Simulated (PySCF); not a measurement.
Compound: C5H12P (charge +1).
SMILES with atom numbers: `[CH3:1][CH2:2][P+:3]1([CH3:4])[CH2:5][CH2:6]1` (hydrogens: H7, H8, H9 on C1; H10, H11 on C2; H12, H13, H14 on C4; H15, H16 on C5; H17, H18 on C6)

The same species was optimised twice, with GFN2-xTB and with PBE0-D3(BJ)/def2-SVP (PySCF), and the same property calculations (PySCF, gas phase) were run on both structures.

```json
{"coordinate": "C2–P3 (Å)", "GFN2-xTB": "1.827", "PBE0-D3(BJ)/def2-SVP": "1.805", "change": "-0.022"}
{"coordinate": "P3–C4 (Å)", "GFN2-xTB": "1.811", "PBE0-D3(BJ)/def2-SVP": "1.794", "change": "-0.017"}
{"coordinate": "C5–C6 (Å)", "GFN2-xTB": "1.544", "PBE0-D3(BJ)/def2-SVP": "1.529", "change": "-0.015"}
{"coordinate": "P3–C5 (Å)", "GFN2-xTB": "1.797", "PBE0-D3(BJ)/def2-SVP": "1.791", "change": "-0.006"}
{"coordinate": "P3–C6 (Å)", "GFN2-xTB": "1.796", "PBE0-D3(BJ)/def2-SVP": "1.791", "change": "-0.005"}
{"coordinate": "C1–C2 (Å)", "GFN2-xTB": "1.526", "PBE0-D3(BJ)/def2-SVP": "1.525", "change": "-0.001"}
{"coordinate": "C1–C2–P3 (°)", "GFN2-xTB": "111.2", "PBE0-D3(BJ)/def2-SVP": "113.6", "change": "+2.4"}
{"coordinate": "C2–P3–C4 (°)", "GFN2-xTB": "118.0", "PBE0-D3(BJ)/def2-SVP": "116.5", "change": "-1.5"}
{"coordinate": "C4–P3–C6 (°)", "GFN2-xTB": "116.7", "PBE0-D3(BJ)/def2-SVP": "118.1", "change": "+1.4"}
{"coordinate": "C4–P3–C5 (°)", "GFN2-xTB": "117.5", "PBE0-D3(BJ)/def2-SVP": "118.2", "change": "+0.7"}
{"coordinate": "C2–P3–C6 (°)", "GFN2-xTB": "117.9", "PBE0-D3(BJ)/def2-SVP": "118.5", "change": "+0.6"}
{"coordinate": "C5–P3–C6 (°)", "GFN2-xTB": "50.9", "PBE0-D3(BJ)/def2-SVP": "50.5", "change": "-0.4"}
{"coordinate": "P3–C5–C6 (°)", "GFN2-xTB": "64.5", "PBE0-D3(BJ)/def2-SVP": "64.8", "change": "+0.3"}
{"coordinate": "P3–C6–C5 (°)", "GFN2-xTB": "64.6", "PBE0-D3(BJ)/def2-SVP": "64.7", "change": "+0.1"}
{"coordinate": "C1–C2–P3–C4 (°)", "GFN2-xTB": "58", "PBE0-D3(BJ)/def2-SVP": "61", "change": "+3"}
```

Rotational constants: A = 4024, B = 2162, C = 1733 MHz (GFN2-xTB) against A = 4057, B = 2162, C = 1736 MHz (PBE0-D3(BJ)/def2-SVP). Point groups within 0.08 Å: C1 and C1.

On the GFN2-xTB structure: lowest singlet, TDDFT (eV) 8.27 [wB97X-D/def2-SVPD]; lowest triplet, Tamm–Dancoff (eV) 6.54 [wB97X-D/def2-SVPD]; isotropic polarisability (au) 75.7 [wB97X-D/def2-SVPD]; HOMO (eV) -15.22 [wB97X-D/def2-SVPD]; LUMO (eV) -2.58 [wB97X-D/def2-SVPD]; HOMO (eV) -13.46 [PBE0/pcSseg-1]; LUMO (eV) -4.42 [PBE0/pcSseg-1]; GIAO shielding of C1 (ppm) 176.8 [PBE0/pcSseg-1]; GIAO shielding of C2 (ppm) 163.7 [PBE0/pcSseg-1]; GIAO shielding of P3 (ppm) 438.0 [PBE0/pcSseg-1]; GIAO shielding of C4 (ppm) 182.2 [PBE0/pcSseg-1]; GIAO shielding of C5/C6 (mean) (ppm) 175.6 [PBE0/pcSseg-1].

Problem. What do these properties become on the PBE0-D3(BJ)/def2-SVP structure?

Solution. 
| property | level | on GFN2-xTB | on PBE0-D3(BJ)/def2-SVP | change |
| --- | --- | --- | --- | --- |
| lowest singlet, TDDFT (eV) | wB97X-D/def2-SVPD | 8.27 | 8.25 | -0.02 |
| lowest triplet, Tamm–Dancoff (eV) | wB97X-D/def2-SVPD | 6.54 | 6.51 | -0.03 |
| isotropic polarisability (au) | wB97X-D/def2-SVPD | 75.7 | 76.2 | +0.5 |
| HOMO (eV) | wB97X-D/def2-SVPD | -15.22 | -15.11 | +0.11 |
| LUMO (eV) | wB97X-D/def2-SVPD | -2.58 | -2.52 | +0.06 |
| energy, GFN2-xTB geometry as zero (kcal/mol) | wB97X-D/def2-SVPD | 0.0 | -0.7 | -0.7 |
| HOMO (eV) | PBE0/pcSseg-1 | -13.46 | -13.35 | +0.11 |
| LUMO (eV) | PBE0/pcSseg-1 | -4.42 | -4.35 | +0.07 |
| energy, GFN2-xTB geometry as zero (kcal/mol) | PBE0/pcSseg-1 | 0.0 | -0.7 | -0.7 |
| GIAO shielding of C1 (ppm) | PBE0/pcSseg-1 | 176.8 | 175.9 | -0.9 |
| GIAO shielding of C2 (ppm) | PBE0/pcSseg-1 | 163.7 | 165.8 | +2.1 |
| GIAO shielding of P3 (ppm) | PBE0/pcSseg-1 | 438.0 | 445.6 | +7.6 |
| GIAO shielding of C4 (ppm) | PBE0/pcSseg-1 | 182.2 | 182.8 | +0.6 |
| GIAO shielding of C5/C6 (mean) (ppm) | PBE0/pcSseg-1 | 175.6 | 174.5 | -1.1 |

The heavy atoms differ by 0.024 Å rms after alignment. Among bonds between heavy atoms C2–P3 changes most (-0.022 Å). Changes are differences of the printed values. Neither structure is proved a minimum here. One conformer (not necessarily the lowest) at the PBE0-D3(BJ)/def2-SVP geometry, without solvent, vibrations or thermal averaging.

The values belong to the conformer `[CH3:1][CH2:2][P+:3]1([CH3:4])[CH2:5][CH2:6]1`: C1–C2–P3–C4 61°.

wB97X-D is run here without its empirical dispersion term; that term would change no orbital, density or response property at a fixed geometry.
